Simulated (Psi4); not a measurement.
# quartet C2H6B at 3 levels

We compute a comparison of 3 runs (UHF/3-21G, UB3LYP/6-31G*, UTPSSh/def2-SVPD) of quartet C2H6B. 

The calculation is run with Psi4 1.11.

### Step 1. Starting point

The species is C2H6B (9 atoms), meant as a quartet with charge 0. SMILES of the parent species: `[BH]CC`. Geometry: relaxed at PBE0-D4/def2-TZVP. This is one conformer, not always the lowest. That shape belongs to the parent species and isn't relaxed for this state.

Bond lengths: B1–C2 1.537 Å, C2–C3 1.524 Å, B1–H4 1.197 Å, C2–H5 1.103 Å, C2–H6 1.103 Å, C3–H7 1.093 Å, C3–H8 1.092 Å, C3–H9 1.092 Å. Some angles: B1–C2–C3 119.1°, B1–C2–H5 105.7°, B1–C2–H6 105.7°, C3–C2–H5 110.9°, C3–C2–H6 110.9°, C2–B1–H4 127.6°, C2–C3–H7 111.8°, C2–C3–H8 110.9°, C2–C3–H9 110.9°, H5–C2–H6 103.0°.

### Step 2. Energy and forces at UHF/3-21G (run 1)

Contents of input.json:

```json
{
  "schema_name": "qcschema_input",
  "schema_version": 1,
  "molecule": {
    "schema_name": "qcschema_molecule",
    "schema_version": 2,
    "symbols": ["B", "C", "C", "H", "H", "H", "H", "H", "H"],
    "geometry": [-2.67452938, 0.97755532, -1.17843321, 0.14645377, 0.65554599, -0.56805167, 0.95374478, -1.38233466, 1.30126541, -3.61995936, 2.47024999, -2.58949171, 1.09736396, 0.39873221, -2.4059993, 0.80993662, 2.53450068, 0.04629829, 3.001452, -1.41011363, 1.56620501, 0.37284296, -3.25221866, 0.65025476, 0.07974644, -1.07903362, 3.14563811],
    "molecular_charge": 0,
    "molecular_multiplicity": 4,
    "fix_symmetry": "c1"
  },
  "driver": "gradient",
  "model": {
    "method": "hf",
    "basis": "3-21G"
  },
  "keywords": {
    "reference": "uhf",
    "puream": true,
    "e_convergence": 1e-09,
    "d_convergence": 1e-08,
    "scf_type": "pk",
    "maxiter": 200
  }
}
```

Launch:

```bash
$ psi4 --qcschema input.json -n 1 --memory 1600MB
```

stdout:

```text
[...]
  Running in c1 symmetry.
[...]
  Nuclear repulsion =   63.154065296071643
[...]
  Multiplicity = 4
[...]
  Nalpha       = 13
  Nbeta        = 10
[...]
    Number of basis functions: 39
[...]
   @UHF iter   1:  -102.96544234911832   -5.93557e-01   6.51517e-03 ADIIS/DIIS
[...]
   @UHF iter  16:  -103.05366670390116   -8.95284e-13   6.90738e-09 DIIS
[...]
   @S^2 Observed:                3.754889265E+00
[...]
  @UHF Final Energy:  -103.05366670390116
   => Energetics <=
    Nuclear Repulsion Energy =             63.1540652960716429
    One-Electron Energy =                -261.5216067447161663
    Two-Electron Energy =                  95.3138747447433587
    Total Energy =                       -103.0536667039011576
  UHF NO Occupations:
  HONO-2 :   11  A 1.0000000
  HONO-1 :   12  A 1.0000000
[...]
  -Total Gradient:
     Atom            X                  Y                   Z
    ------   -----------------  -----------------  -----------------
       1        0.143089135791     0.036016350654    -0.014642316310
       2       -0.175501298847    -0.036457654226     0.011236593520
       3        0.038260440348     0.018090587115    -0.011278252808
       4       -0.022069902589    -0.016450186958     0.011756888716
       5        0.010313606716     0.006623783904    -0.005040669955
       6        0.010237166599     0.007087700041    -0.004506734167
       7        0.002206186334    -0.009454342064     0.008503590653
       8       -0.002902908574    -0.005474972455    -0.001155307245
       9       -0.003632425776     0.000018733989     0.005126207596
[...]
```

The result, in JSON:

```text
{
 "driver": "gradient",
 "model": {
  "method": "hf",
  "basis": "3-21G"
 },
 "success": true,
 "return_result": [0.1430891357911947, 0.03601635065428264, -0.01464231630950899, -0.17550129884713317, -0.036457654226208336, 0.011236593519634464, 0.03826044034767761, 0.018090587115178747, -0.01127825280787828, -0.022069902589328977, -0.01645018695821296, 0.011756888716487862, 0.010313606715542684, 0.006623783903820384, -0.005040669954668814, 0.010237166599032205, 0.007087700040865619, -0.0045067341673423605, 0.0022061863335440246, -0.009454342063804338, 0.008503590652830469, -0.002902908573896801, -0.005474972454901583, -0.0011553072454788815, -0.003632425776450801, 1.8733988951441516e-05, 0.005126207595951726],
 "properties": {
  "calcinfo_nbasis": 39,
  "calcinfo_nmo": 39,
  "calcinfo_nalpha": 13,
  "calcinfo_nbeta": 10,
  "calcinfo_natom": 9,
  "nuclear_repulsion_energy": 63.15406529607164,
  "return_energy": -103.05366670390116,
  "return_gradient": [0.1430891357911947, 0.03601635065428264, -0.01464231630950899, -0.17550129884713317, -0.036457654226208336, 0.011236593519634464, 0.03826044034767761, 0.018090587115178747, -0.01127825280787828, -0.022069902589328977, -0.01645018695821296, 0.011756888716487862, 0.010313606715542684, 0.006623783903820384, -0.005040669954668814, 0.010237166599032205, 0.007087700040865619, -0.0045067341673423605, 0.0022061863335440246, -0.009454342063804338, 0.008503590652830469, -0.002902908573896801, -0.005474972454901583, -0.0011553072454788815, -0.003632425776450801, 1.8733988951441516e-05, 0.005126207595951726],
  "scf_one_electron_energy": -261.52160674471617,
  "scf_two_electron_energy": 95.31387474474336,
  "scf_dipole_moment": [1.403868091193127, -0.07618125065112724, 0.23068523255164153],
  "scf_total_energy": -103.05366670390116,
  "scf_total_gradient": [0.1430891357911947, 0.03601635065428264, -0.01464231630950899, -0.17550129884713317, -0.036457654226208336, 0.011236593519634464, 0.03826044034767761, 0.018090587115178747, -0.01127825280787828, -0.022069902589328977, -0.01645018695821296, 0.011756888716487862, 0.010313606715542684, 0.006623783903820384, -0.005040669954668814, 0.010237166599032205, 0.007087700040865619, -0.0045067341673423605, 0.0022061863335440246, -0.009454342063804338, 0.008503590652830469, -0.002902908573896801, -0.005474972454901583, -0.0011553072454788815, -0.003632425776450801, 1.8733988951441516e-05, 0.005126207595951726],
  "scf_iterations": 16
 }
}
```

Wall time 1.4 s (1 thread of Intel Xeon 6975P-C (Granite Rapids), shared host); peak memory 0.18 GiB.

### Step 3. The energy at UB3LYP/6-31G(d) (spherical functions) (run 2)

Contents of c2h6b.json:

```json
{
  "schema_name": "qcschema_input",
  "schema_version": 1,
  "molecule": {
    "schema_name": "qcschema_molecule",
    "schema_version": 2,
    "symbols": ["B", "C", "C", "H", "H", "H", "H", "H", "H"],
    "geometry": [-2.67452938, 0.97755532, -1.17843321, 0.14645377, 0.65554599, -0.56805167, 0.95374478, -1.38233466, 1.30126541, -3.61995936, 2.47024999, -2.58949171, 1.09736396, 0.39873221, -2.4059993, 0.80993662, 2.53450068, 0.04629829, 3.001452, -1.41011363, 1.56620501, 0.37284296, -3.25221866, 0.65025476, 0.07974644, -1.07903362, 3.14563811],
    "molecular_charge": 0,
    "molecular_multiplicity": 4,
    "fix_symmetry": "c1"
  },
  "driver": "energy",
  "model": {
    "method": "b3lyp",
    "basis": "6-31G*"
  },
  "keywords": {
    "reference": "uks",
    "puream": true,
    "e_convergence": 1e-09,
    "d_convergence": 1e-08,
    "scf_type": "pk",
    "dft_radial_points": 99,
    "dft_spherical_points": 590,
    "maxiter": 200
  }
}
```

Launch:

```bash
$ psi4 --qcschema c2h6b.json -n 1 --memory 1600MB
```

stdout:

```text
[...]
  Running in c1 symmetry.
[...]
  Nuclear repulsion =   63.154065296071643
[...]
  Multiplicity = 4
[...]
  Nalpha       = 13
  Nbeta        = 10
[...]
    Number of basis functions: 54
[...]
   @UKS iter   1:  -104.15158109690512   -2.08365e-01   1.12244e-02 ADIIS/DIIS
[...]
   @UKS iter  14:  -104.37587384938183   -1.00897e-12   5.15153e-09 DIIS
[...]
   @S^2 Observed:                3.752180024E+00
[...]
  @UKS Final Energy:  -104.37587384938183
   => Energetics <=
    Nuclear Repulsion Energy =             63.1540652960716429
    One-Electron Energy =                -262.9522505171418629
    Two-Electron Energy =                 109.2604564901819657
    DFT Exchange-Correlation Energy =     -13.8381451184935873
    Empirical Dispersion Energy =           0.0000000000000000
    VV10 Nonlocal Energy =                  0.0000000000000000
    Total Energy =                       -104.3758738493818328
[...]
 Multipole Moments:
 ------------------------------------------------------------------------------------
     Multipole            Electronic (a.u.)      Nuclear  (a.u.)        Total (a.u.)
 ------------------------------------------------------------------------------------
 L = 1.  Multiply by 2.5417464519 to convert [e a0] to [Debye]
 Dipole X            :         -1.8979860            3.0858239            1.1878379
 Dipole Y            :          0.7296079           -0.7633102           -0.0337023
 Dipole Z            :         -0.8574593            1.0258563            0.1683970
 Magnitude           :                                                    1.2001884
[...]
```

The result, in JSON:

```text
{
 "driver": "energy",
 "model": {
  "method": "b3lyp",
  "basis": "6-31G*"
 },
 "success": true,
 "return_result": -104.37587384938183,
 "properties": {
  "calcinfo_nbasis": 54,
  "calcinfo_nmo": 54,
  "calcinfo_nalpha": 13,
  "calcinfo_nbeta": 10,
  "calcinfo_natom": 9,
  "nuclear_repulsion_energy": 63.15406529607164,
  "return_energy": -104.37587384938183,
  "scf_one_electron_energy": -262.95225051714186,
  "scf_two_electron_energy": 109.26045649018197,
  "scf_xc_energy": -13.838145118493587,
  "scf_dipole_moment": [1.1878379060984763, -0.033702264804275184, 0.16839697186029323],
  "scf_total_energy": -104.37587384938183,
  "scf_iterations": 14
 }
}
```

Wall time 17 s (1 thread of Intel Xeon 6975P-C (Granite Rapids), shared host); peak memory 0.99 GiB.

### Step 4. The energy at UTPSSh/def2-SVPD (run 3)

Contents of job.json:

```json
{
  "schema_name": "qcschema_input",
  "schema_version": 1,
  "molecule": {
    "schema_name": "qcschema_molecule",
    "schema_version": 2,
    "symbols": ["B", "C", "C", "H", "H", "H", "H", "H", "H"],
    "geometry": [-2.67452938, 0.97755532, -1.17843321, 0.14645377, 0.65554599, -0.56805167, 0.95374478, -1.38233466, 1.30126541, -3.61995936, 2.47024999, -2.58949171, 1.09736396, 0.39873221, -2.4059993, 0.80993662, 2.53450068, 0.04629829, 3.001452, -1.41011363, 1.56620501, 0.37284296, -3.25221866, 0.65025476, 0.07974644, -1.07903362, 3.14563811],
    "molecular_charge": 0,
    "molecular_multiplicity": 4,
    "fix_symmetry": "c1",
    "fix_com": true,
    "fix_orientation": true
  },
  "driver": "energy",
  "model": {
    "method": "tpssh",
    "basis": "def2-SVPD"
  },
  "keywords": {
    "reference": "uks",
    "puream": true,
    "e_convergence": 1e-09,
    "d_convergence": 1e-08,
    "scf_type": "pk",
    "dft_radial_points": 99,
    "dft_spherical_points": 590,
    "maxiter": 200,
    "scf_properties": ["DIPOLE", "WIBERG_LOWDIN_INDICES", "MAYER_INDICES"]
  }
}
```

Launch:

```bash
$ psi4 --qcschema job.json -n 1 --memory 1600MB
```

stdout:

```text
[...]
  Running in c1 symmetry.
[...]
  Nuclear repulsion =   63.154065296071636
[...]
  Multiplicity = 4
[...]
  Nalpha       = 13
  Nbeta        = 10
[...]
    Number of basis functions: 108
[...]
   @UKS iter   1:  -104.04438163993122   -1.23835e-01   6.38632e-03 ADIIS/DIIS
[...]
   @UKS iter  14:  -104.33211653177895   -6.19593e-12   5.92037e-09 DIIS
[...]
   @S^2 Observed:                3.753728681E+00
[...]
  @UKS Final Energy:  -104.33211653177895
   => Energetics <=
    Nuclear Repulsion Energy =             63.1540652960716358
    One-Electron Energy =                -262.6063671490859406
    Two-Electron Energy =                 110.5568618861935590
    DFT Exchange-Correlation Energy =     -15.4366765649581854
    Empirical Dispersion Energy =           0.0000000000000000
    VV10 Nonlocal Energy =                  0.0000000000000000
    Total Energy =                       -104.3321165317789507
[...]
 Multipole Moments:
 ------------------------------------------------------------------------------------
     Multipole            Electronic (a.u.)      Nuclear  (a.u.)        Total (a.u.)
 ------------------------------------------------------------------------------------
 L = 1.  Multiply by 2.5417464519 to convert [e a0] to [Debye]
 Dipole X            :          6.2961287           -5.0300730            1.2660558
 Dipole Y            :         -0.2369544            0.1891616           -0.0477928
 Dipole Z            :          1.2698007           -1.0799784            0.1898223
 Magnitude           :                                                    1.2810987
[...]
```

The result, in JSON:

```text
{
 "driver": "energy",
 "model": {
  "method": "tpssh",
  "basis": "def2-SVPD"
 },
 "success": true,
 "return_result": -104.33211653177895,
 "properties": {
  "calcinfo_nbasis": 108,
  "calcinfo_nmo": 108,
  "calcinfo_nalpha": 13,
  "calcinfo_nbeta": 10,
  "calcinfo_natom": 9,
  "nuclear_repulsion_energy": 63.154065296071636,
  "return_energy": -104.33211653177895,
  "scf_one_electron_energy": -262.60636714908594,
  "scf_two_electron_energy": 110.55686188619356,
  "scf_xc_energy": -15.436676564958185,
  "scf_dipole_moment": [1.2660557661958443, -0.04779284422548802, 0.18982226751474496],
  "scf_total_energy": -104.33211653177895,
  "scf_iterations": 14
 }
}
```

It took 82 s on 1 thread of Intel Xeon 6975P-C (Granite Rapids), shared host; peak memory 0.61 GiB.

### Step 5. All runs side by side

| run | level | task | integration grid | energy (Eh) | dipole moment (D) | HOMO energy (eV) | ⟨S²⟩ | wall time |
| --- | --- | --- | --- | --- | --- | --- | --- | --- |
| 1 | UHF/3-21G | gradient | – | -103.053667 | 3.62 | -6.74 | 3.755 | 1.4 s |
| 2 | UB3LYP/6-31G* (spherical functions) | energy | 99 radial × 590 angular | -104.375874 | 3.05 | -3.15 | 3.752 | 17 s |
| 3 | UTPSSh/def2-SVPD | energy | 99 radial × 590 angular | -104.332117 | 3.26 | -3.37 | 3.754 | 82 s |

### Step 6. Summary of results

| quantity | value |
| --- | --- |
| run 3: total energy | -104.33212 Eh |
| run 3: dipole moment | 3.26 D |
| run 3: HOMO energy (highest over α and β) | -3.37 eV |
| run 3: ⟨S²⟩ | 3.754 |

The dipole moment (its size) runs from 3.05 D (UB3LYP/6-31G*) to 3.62 D (UHF/3-21G). The two ends differ in method and basis. Totals of different functionals can't be ranked against each other. All runs together took 100 s, the longest 82 s.
